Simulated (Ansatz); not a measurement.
# AlHO (singlet): trial inputs and their diagnosis at distance Al1–O2 = 1.962 Å

4 inputs are run for AlHO (singlet) as typed; the log has to tell whether the result can be used and what must change.

The runs use Ansatz 0.2.0, Gaussian basis; the settings change from run to run.

43 further runs of the same task are left out: 21 for a known fault of the program, 16 that didn't finish, 6 set aside as unsound or not needed.

## (1) What is computed

The geometry derives from a PBE0/def2-TZVP stationary point (not a proven minimum). One bond is set to the value named and the two fragments are kept rigid.

3 atoms, charge 0, spin multiplicity 1.

Atoms are counted from 1 here; the program's logs count them from 0.

Bond lengths: Al1–O2 1.962 Å, Al1–H3 1.568 Å. Angles: O2–Al1–H3 180.0°.

## (2) Attempt 1

Contents of in.yaml:

```yaml
crystal:
  periodic: [false, false, false]
  atoms:
    - {symbol: Al, position_ang: [0.050000, 0.300000, -1.780778]}
    - {symbol: O, position_ang: [0.000000, 0.000000, -1.830778]}
    - {symbol: H, position_ang: [0.000000, 0.000000, 1.699557]}
basis:
  gaussian: {orbitals: def2-SVP}
correlation: {method: sc_nevpt2, electrons: valence, active_space: {window: {electrons: 2, orbitals: 2}, states: [{multiplicity: 1, weights: [1, 0.5]}]}}
```

On the command line:

```bash
$ ansatz run in.yaml --threads 1 --pin off --events-out ev --progress --plain --max-ram 2393MiB
```

Log:

```text
Functional definition: HF
  name "HF"
  cite "Fock, Z. Phys. 61, 126 (1930) doi:10.1007/BF01340294"
  parent pbe
  exchange = exact_x
  correlation = 0
540 factors; integrals over basis functions are off by at most 1.8e-7 eV
mean field evaluation 1: about -7483.4244 eV, gradient 4.4e1 eV
mean field evaluation 2: about -7483.7278 eV, gradient 4.4e1 eV
mean field evaluation 4: about -7487.2870 eV, gradient 4.2e0 eV
mean field evaluation 8: about -7487.3422 eV, gradient 3.1e-3 eV
a density is far from that of the atoms, so the factors are made again for it
591 factors; integrals over basis functions are off by at most 1.7e-7 eV
mean field evaluation 16: about -7487.0372 eV, gradient 4.2e-4 eV
mean field evaluation 32: about -7487.3422 eV, gradient 1.4e-5 eV
mean field -7487.34221475 eV, -275.1547512892 hartree, gradient 6.2e-6 eV, S^2 0.000000; 1 other end points of the search recorded, 0 dependent functions left out; unrestricted orbitals would lower it
reference -7487.34221475 eV, -275.1547512892 hartree; 11, 11 occupied and 26, 26 virtual orbitals, 591 factors
state -7488.41454054 eV, -275.1941585352 hartree
state -7485.86654872 eV, -275.1005215628 hartree
state -7488.41454054 eV, -275.1941585352 hartree; corrected -7492.30974651 eV, -275.3373047143 hartree
state -7485.86654872 eV, -275.1005215628 hartree; corrected -7491.17130893 eV, -275.2954679050 hartree
Total energy: -7491.93026732 eV, -275.3233591112 hartree
```

Run time: 0.72 s. Hardware: 1 thread of Arm Neoverse V1, shared host.

**Diagnosis.** The run converged, which proves nothing about the input. One atom lies on top of another. The shortest distance is 0.31 Å, against 1.57 Å in the geometry of step 1. Its energy belongs to another geometry. To mend it, restore its position.

## (3) Attempt 2

Contents of in.yaml:

```yaml
crystal:
  periodic: [false, false, false]
  atoms:
    - {symbol: Al, position_ang: [0.000000, 0.000000, 0.131222]}
    - {symbol: O, position_ang: [0.000000, 0.000000, -1.830778]}
    - {symbol: H, position_ang: [0.000000, 0.000000, 1.699557]}
basis:
  gaussian: {orbitals: cc-pVTZ}
magnetization: {spin_polarized: false}
correlation: {method: fic_mrcisd_q, electrons: outside_noble_gas}
```

Same command.

Log:

```text
Error: this correlation method needs an active space: name one as the reference
```

It took 0.03 s on 1 thread of Arm Neoverse V1, shared host.

Diagnosis: The run was refused. This method needs an active space and has none. To mend it, add an active_space block.

## (4) Attempt 3

Contents of in.yaml:

```yaml
crystal:
  periodic: [false, false, false]
  atoms:
    - {symbol: Al, position_ang: [0.000000, 0.000000, 0.131222]}
    - {symbol: O, position_ang: [0.000000, 0.000000, -1.830778]}
    - {symbol: H, position_ang: [0.000000, 0.000000, 1.699557]}
basis:
  gaussian: {orbitals: "6-31++G**"}
correlation: {active_space: {window: {electrons: 2, orbitals: 2}}}
magnetization: {spin_polarized: true, initial_magnetization: 0}
```

The command is unchanged.

Log:

```text
Error: invalid value for `correlation.active_space`: it starts from restricted Hartree–Fock orbitals; set hamiltonian.xc: hf without magnetization.spin_polarized
```

Wall time 0.03 s (1 thread of Arm Neoverse V1, shared host).

Diagnosis: The run was refused. An active space is asked on unrestricted orbitals. To mend it, drop spin_polarized: true.

## (5) Attempt 4

Contents of in.yaml:

```yaml
crystal:
  periodic: [false, false, false]
  atoms:
    - {symbol: Al, position_ang: [0.000000, 0.000000, 0.131222]}
    - {symbol: O, position_ang: [0.000000, 0.000000, -1.830778]}
    - {symbol: H, position_ang: [0.000000, 0.000000, 1.699557]}
basis:
  gaussian: {orbitals: def2-TZVP}
hamiltonian: {xc: r2scan}
correlation: {active_space: {window: {electrons: 2, orbitals: 2}}}
```

The command is unchanged.

Log:

```text
Error: invalid value for `correlation.active_space`: it starts from restricted Hartree–Fock orbitals; set hamiltonian.xc: hf without magnetization.spin_polarized
```

It took 0.03 s on 1 thread of Arm Neoverse V1, shared host.

What is wrong: The run was refused. An active space is asked on a functional's orbitals. To mend it, start from Hartree-Fock.

## (6) How the runs ended

```csv
attempt,level,ended,cause,time
1,"NEVPT2(2,2)/def2-SVP",converged,one atom lies on top of another,0.72 s
2,'fic_mrcisd_q'/cc-pVTZ,refused,this method needs an active space and has none,0.03 s
3,"CASSCF(2,2)/6-31++G**",refused,an active space is asked on unrestricted orbitals,0.03 s
4,"CASSCF(2,2)/def2-TZVP",refused,an active space is asked on a functional's orbitals,0.03 s
```

1 converged, 3 refused. The input that converges on a wrong geometry or spin is the dangerous one: no error points at it, so geometry and ⟨S²⟩ have to be checked.
